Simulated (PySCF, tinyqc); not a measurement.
Inside a calculation. Method: RHF in the sto-3g basis, for BH, spin multiplicity 1. This run ends on a higher stationary point, not on the lowest solution. The lowest restricted solution is unstable here: a spin-polarised one lies 0.0088 hartree lower (PySCF). Computed by tinyqc, a small Python program that keeps every step (integrals from PySCF). Settings: charge = 0, multiplicity = 1, basis = sto-3g, energy threshold = 1e-09, iteration cap = 53, orthogonalisation = symmetric, start = highest core orbitals, DIIS depth = 0, method = RHF. Command: `OMP_NUM_THREADS=1 python tinyqc.py 27713 27714 out.jsonl` (the two numbers bound the seeds that draw the settings). One thread of a shared host (Intel(R) Xeon(R) Processor @ 2.60GHz), about 0.05 s of CPU time with the checks.

Geometry (angstrom):
```
atom         x         y         z
B     0.000000  0.000000  0.000000
H     0.000000  0.000000  1.829000
```

Stop when the energy changes by less than 1e-09 hartree and every element of the error matrix X^T (F D S - S D F) X is below 9e-06.

Course of the cycle:
```
iteration   E (hartree)     change  largest element of the error matrix
1           -7.61484084          -                             1.32e-01
2          -23.34372357  -1.57e+01                             5.36e-01
3          -24.01087284  -6.67e-01                             3.19e-01
4          -24.30360993  -2.93e-01                             1.39e-01
5          -24.32815064  -2.45e-02                             2.44e-02
6          -24.32916578  -1.02e-03                             5.00e-03
7          -24.32923132  -6.55e-05                             2.01e-03
8          -24.32923843  -7.11e-06                             6.42e-04
9          -24.32923929  -8.59e-07                             2.33e-04
10         -24.32923939  -1.06e-07                             8.11e-05
11         -24.32923941  -1.31e-08                             2.87e-05
12         -24.32923941  -1.62e-09                             1.01e-05
13         -24.32923941  -2.01e-10                             3.54e-06
```

Can the last value be used, and what does the course show?

No, though the log alone does not show it. Converged in 13 iterations. But the solution lies 0.32182 hartree above the reference: it is another stationary point, not the lowest restricted one. Reruns (cap 100 unless said): DIIS 8: converged in 18 to a higher stationary point; damping 0.5: converged in 36 to a higher stationary point; level shift 0.5: converged in 8 to a higher stationary point; atomic densities as start, DIIS 8: converged in 7. PySCF RHF in the same basis = -24.65106296 hartree.
